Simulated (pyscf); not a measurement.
Thermochemistry of product channels of `[SnH4]` + `[OH]` [doublet] on the doublet surface, in kJ/mol, from ωB97M-D3(BJ)/def2-TZVP energies (ideal gas, 1 atm, RRHO with modes under 100 cm⁻¹ raised to 100, one conformer, R ln 2 for rigid chiral ones). PySCF, gas phase, ωB97X-D3(BJ)/def2-SVP geometries.

| products | ΔE | ΔH(298 K) | ΔG(900 K) | ΔG(1200 K) |
|---|---|---|---|---|
| `[SnH3]` [doublet] + `[OH2]` | -180.1 | -167.5 | -185.7 | … |
| `[O][SnH3]` [doublet] + `[H][H]` | -0.1 | -7.1 | -16.3 | -21.1 |
| `[OH][SnH3]` + `[H]` [doublet] | -50.7 | -54.3 | -53.2 | -55.8 |
| `[OH][SnH2]` [doublet] + `[H][H]` | … | -176.9 | -192.1 | -198.6 |

Question: Complete the blanks.

Answer: 
- `[SnH3]` [doublet] + `[OH2]`, ΔG(1200 K): -190.1
- `[OH][SnH2]` [doublet] + `[H][H]`, ΔE: -179.7

These are energies of the channels, which say nothing of barriers. Left out: orbital degeneracy and the spin-orbit lowering of OH. Elements past Kr carry the def2 core potentials, without spin-orbit coupling.
